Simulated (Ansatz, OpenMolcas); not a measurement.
SiF2 (SMILES F[Si]F): the energy, rung by rung

SiF2 has 3 atoms, charge 0, and is taken as a singlet. SMILES: `F[Si]F`. The shape is that of a PBE0-D4/def2-TZVP optimisation.

```csv
atom,x (Å),y (Å),z (Å)
F,0.1663,1.2468,0.2294
Si,-0.5949,-0.0464,-0.3301
F,0.4286,-1.2004,0.1007
```

Quantity: the energy change with the Si2–F3 bond stretched from 1.602 to 3.203 Å, in eV. The values are calculated.

```tsv
level	kind	program	value (eV)	less FCI/STO-3G
HF/STO-3G (restricted)	Hartree–Fock	Ansatz	8.87	+4.49
revPBE/STO-3G (restricted)	GGA	Ansatz	5.64	+1.26
B3LYP/STO-3G (restricted)	global hybrid	Ansatz	6.63	+2.25
HSE06/STO-3G (restricted)	range-separated hybrid	Ansatz	6.80	+2.42
MP2/STO-3G (restricted)	perturbation theory	OpenMolcas	5.82	+1.44
CASPT2(2,2)/STO-3G	multireference	OpenMolcas	4.29	-0.09
BCCD(T)/STO-3G (restricted)	coupled cluster or CI	Ansatz	4.30	-0.08
CCSDT/STO-3G (restricted)	coupled cluster or CI	Ansatz	4.40	+0.02
FCI/STO-3G	exact in the basis	OpenMolcas	4.38	0.00
```

FCI/STO-3G is exact within its basis and frozen core, so for wave-function methods in that basis the difference is their error; functionals converge differently with the basis, so for them it is only a difference. Spin-restricted single references rise too steeply as a bond breaks, Hartree–Fock most of all. Perturbation and coupled-cluster corrections on them can overshoot downwards. The first shape isn't each level's own minimum. The values span 4.29 to 8.87 eV. All rows use very small basis sets, so even the best lies far from the true value.
